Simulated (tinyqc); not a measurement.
Extended Hueckel theory, for SiH2, step by step. One step of it, computed by the program tinyqc.

Question. Wolfsberg-Helmholz matrix. H_ij = K' S_ij (H_ii + H_jj)/2 for i != j (the diagonal keeps H_ii), with K' = K + D^2 + D^4 (1 - K), D = (H_ii - H_jj)/(H_ii + H_jj), K = 1.75.

overlap S, order 1Si 3s, 1Si 3px, 1Si 3py, 1Si 3pz, 2H 1s, 3H 1s:
```
[[1.000000, 0.000000, 0.000000, 0.000000, 0.419568, 0.416872],
 [0.000000, 1.000000, 0.000000, 0.000000, 0.000000, 0.000000],
 [0.000000, 0.000000, 1.000000, 0.000000, 0.442499, -0.440672],
 [0.000000, 0.000000, 0.000000, 1.000000, 0.284207, 0.282856],
 [0.419568, 0.000000, 0.442499, 0.284207, 1.000000, 0.045044],
 [0.416872, 0.000000, -0.440672, 0.282856, 0.045044, 1.000000]]
```

diagonal H_ii (eV): [-17.300000, -9.200000, -9.200000, -9.200000, -13.600000, -13.600000]

K = 1.750000

Give: H.

Answer.

H (eV), order 1Si 3s, 1Si 3px, 1Si 3py, 1Si 3pz, 2H 1s, 3H 1s:
```
[[-17.300, 0.000, 0.000, 0.000, -11.436, -11.363],
 [0.000, -9.200, 0.000, 0.000, 0.000, 0.000],
 [0.000, 0.000, -9.200, 0.000, -9.010, 8.973],
 [0.000, 0.000, 0.000, -9.200, -5.787, -5.760],
 [-11.436, 0.000, -9.010, -5.787, -13.600, -1.072],
 [-11.363, 0.000, 8.973, -5.760, -1.072, -13.600]]
```
